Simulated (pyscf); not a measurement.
`[SnH4]` + `[H][H]` → `[SnH2]` [singlet] + `[H][H]` + `[H][H]`, a multi-bond step (singlet surface; H–Sn, H–Sn, H–H broken, H–H, H–H formed). Optimised with ωB97X-D3(BJ)/def2-SVP in PySCF. Energies in eV from the separated reactants.

AM1 to PM7: differences of heats of formation from MOPAC, which are fitted to 298 K values and so differ in kind from electronic energies by zero-point and thermal terms. 

### Question
Quick AM1 single points give ΔE‡ = 1.92 eV and ΔE = +0.24 eV. What does ωB97M-D3(BJ)/def2-TZVP give, and how far is the quick result from it?

### Answer
ωB97M-D3(BJ)/def2-TZVP gives ΔE‡ = 2.81 eV and ΔE = +0.99 eV. AM1 lies 0.89 eV under it in the barrier and 0.75 eV under it in the reaction energy, so on this step it does not hold to within 0.13 eV. ωB97M-D3(BJ)/def2-TZVP has limits of its own. One saddle was located; it need not be the lowest between these sides. In the def2 sets elements past Kr carry core potentials, without spin-orbit coupling.
